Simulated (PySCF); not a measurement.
CH3O (doublet state).
Numbering: `[CH3:1][O:2]` (hydrogens: H3, H4, H5 on C1)

Method used: PBE0-D3(BJ)/def2-SVP geometry optimisation, gas phase (PySCF).

Give the optimised bond lengths and angles.

| bond | length (Å) | order |
| --- | --- | --- |
| C1–O2 | 1.349 | single |
| C1–H3, C1–H4, C1–H5 | 1.112 | single |

Bonds in one row agree within 0.01 Å and their mean is given. Orders are formal, as drawn. A selection of angles:
| angle | degrees |
| --- | --- |
| O2–C1–H3 | 109.3 |
| O2–C1–H4 | 115.7 |
| H3–C1–H4 | 109.2 |
| H3–C1–H5 | 103.0 |

Whether it is a minimum is left open (no frequencies). ⟨S²⟩ = 0.753 (exact for a doublet: 0.75).

Time: 2.9 s wall. Hardware: one thread of an Arm Neoverse V2, no GPU, on a shared host. That covers the optimisation of the geometry.


Compound: PF₄ (charge +1).
Atom-mapped SMILES: `[F:1][P+:2]([F:3])([F:4])[F:5]`

Level of theory: PBE0-D3(BJ)/def2-SVP geometry optimisation, gas phase (PySCF).

Question: What internal coordinates does the optimisation give?

Answer: 
```csv
bond,length (Å)
F1–P2 and 3 like bonds,1.509
```

Bonds in one row agree within 0.01 Å and their mean is given. A selection of angles:
```csv
angle,degrees
F1–P2–F3,109.7
```

P2 (phosphorus bonded to 4 F) is tetrahedral (angles from 109.3° to 109.7°). All 4 F–P bonds measure 1.509 Å.

Point group: Td (every atom within 0.08 Å of its image). No frequency check.

The run took 19 s on one thread, Arm Neoverse V1 (aarch64) (shared host), and the process peaked at 0.32 GiB of memory. That covers the optimisation of the geometry.
